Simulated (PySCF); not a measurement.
**Molecular orbitals of MgF⁺**

PBE at R = 1.718 Å; PySCF, no relativity, basis sets Mg aug-pcseg-1, F aug-pcseg-1. State: ¹Σ⁺ (singlet), closed shell. Only the outer orbitals are listed, counted within each symmetry.

```
orbital  occ.  ε (eV)  on Mg (%)   main shells (%)
     1π     2  -56.96        100          100 Mg p
     1π     2  -56.96        100          100 Mg p
     4σ     2  -56.86        100          100 Mg p
     5σ     2  -32.72         -1           100 F s
     6σ     2  -14.78          5            93 F p
     2π     2  -13.81          2            98 F p
     2π     2  -13.81          2            98 F p
     7σ     0  -10.78         99  84 Mg s, 15 Mg p
     3π     0   -6.47        106          106 Mg p
     3π     0   -6.47        106          106 Mg p
```

Problem. Which are the highest filled and the lowest empty level, where do they sit, and how wide is the gap?

Solution. Highest filled 2π at -13.81 eV (in %: 98 F p); lowest empty 7σ at -10.78 eV (in %: 84 Mg s, 15 Mg p); the gap at PBE is 3.03 eV.

```json
{
  "bond order (Mayer)": "0.29",
  "⟨S²⟩": "0.000",
  "charge on Mg (Mulliken, basis-dependent)": "1.84",
  "charge on Mg (Löwdin, basis-dependent)": "1.77",
  "dipole moment (positive dipole points towards F; it is taken about the centre of mass and depends on that origin)": "-8.92 D",
  "polarisability along the bond": "19.1 bohr³",
  "polarisability across the bond": "10.2 bohr³"
}
```

Shares are Mulliken populations and can fall outside 0 to 100 %.
